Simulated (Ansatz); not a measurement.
```yaml
crystal:
  periodic: [false, false, false]
  atoms:
    - {symbol: Hf, position_ang: [-0.207032, 0.000534, -0.000378]}
    - {symbol: O, position_ang: [1.990351, -0.005132, 0.003637]}
    - {symbol: H, position_ang: [2.536384, 0.815206, 0.002629]}
    - {symbol: H, position_ang: [2.532139, -0.828274, 0.006633]}
basis:
  gaussian: {orbitals: def2-TZVP}
total_charge: 1
magnetization: {spin_polarized: true, initial_magnetization: 3}
hamiltonian: {xc: pbe0}
relax: {f_tol: 0.004, max_steps: 80}
```

```sh
$ ansatz run in.yaml --threads 1 --pin off --events-out ev --progress --plain --max-ram 2176MiB
```

Steps of the relaxation (energy above the last step; positions in Å, forces in eV/Å):

```
4
step 1, 35.0 meV
Hf   -0.207    0.001    0.000   -0.010    0.000    0.007
O     1.990   -0.005    0.004    0.302   -0.001   -0.036
H     2.536    0.815    0.003   -0.149   -0.974    0.017
H     2.532   -0.828    0.007   -0.144    0.975    0.012
```

```
4
step 2, 6.6 meV
Hf   -0.213    0.001    0.008   -0.021    0.000   -0.014
O     1.985   -0.005   -0.040    0.046    0.000    0.073
H     2.542    0.791    0.020   -0.013   -0.354   -0.029
H     2.538   -0.804    0.024   -0.011    0.354   -0.031
```

```
4
step 3, 1.1 meV
Hf   -0.219    0.001    0.008   -0.011    0.000   -0.011
O     1.981   -0.005   -0.036   -0.038    0.000    0.050
H     2.547    0.779    0.018    0.024   -0.052   -0.020
H     2.543   -0.792    0.022    0.025    0.052   -0.020
```

```
4
step 5, 0.0 meV
Hf   -0.225    0.001    0.004    0.015    0.000   -0.001
O     1.979   -0.005   -0.014    0.019    0.000    0.005
H     2.551    0.776    0.009   -0.017   -0.013   -0.002
H     2.547   -0.789    0.013   -0.017    0.013   -0.002
```

```
4
step 8, 0.0 meV
Hf   -0.223    0.001    0.004    0.000    0.000    0.000
O     1.979   -0.005   -0.013    0.000    0.000    0.000
H     2.550    0.776    0.009    0.000    0.000    0.000
H     2.546   -0.789    0.013    0.000    0.000    0.000
```

Close pairs at the end: O2–H4 0.968 Å, O2–H3 0.968 Å, Hf1–O2 2.202 Å, Hf1–H4 2.880 Å, Hf1–H3 2.880 Å.

A stationary point of unrestricted PBE0 after 8 steps, with ⟨S²⟩ = 3.752 against 3.75 for a pure state; no frequencies were run, so it isn't proven a minimum. 2 min on 1 thread of Intel Xeon Platinum 8259CL, shared host.
